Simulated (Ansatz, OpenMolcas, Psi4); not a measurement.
Abstraction of F: BF3 + OF → BF2 + OF2

Species: BF3 (boron trifluoride) `FB(F)F`, singlet; OF (Oxygen monofluoride), doublet; BF2 `F[B]F`, doublet; OF2 (oxygen difluoride) `FOF`, singlet. A radical takes F: the energy is the difference in strength between the B–F bond broken and the O–F bond made.

Shapes, held fixed at every level: PBE0-D4/def2-TZVP. Programs: Ansatz 0.2.0, OpenMolcas 26.06, Psi4 1.11. A level may come from different programs for different species; with the same settings they agree closely. The zero-point and thermal change to 298 K, harmonic and unscaled (PBE0-D4/def2-TZVP), is -5.2 kJ/mol.

```json
{"level": "BLYP/STO-3G", "kind": "GGA", "ΔH(298 K) (kJ/mol)": "+412.0"}
{"level": "revPBE/STO-3G", "kind": "GGA", "ΔH(298 K) (kJ/mol)": "+410.9"}
{"level": "B3LYP/STO-3G", "kind": "global hybrid", "ΔH(298 K) (kJ/mol)": "+428.3"}
{"level": "CCSD/STO-3G", "kind": "coupled cluster or CI", "ΔH(298 K) (kJ/mol)": "+400.9"}
{"level": "CCSDTQ/STO-3G", "kind": "coupled cluster or CI", "ΔH(298 K) (kJ/mol)": "+403.4"}
{"level": "FCI/STO-3G", "kind": "exact in the basis", "ΔH(298 K) (kJ/mol)": "+403.5"}
{"level": "B3LYP/6-31G* (spherical functions)", "kind": "global hybrid", "ΔH(298 K) (kJ/mol)": "+552.5"}
```

B3LYP/6-31G* (spherical functions) gives ΔH(298 K) = +552.5 kJ/mol; the levels span +400.9 to +552.5. The median of the levels is +410.9. No measured value is set beside it here. Open shells run unrestricted. B3LYP/6-31G* (spherical functions) lies outside the range of all other levels here, so it shouldn't be taken on trust. Rows in sets without polarisation functions are far from converged.
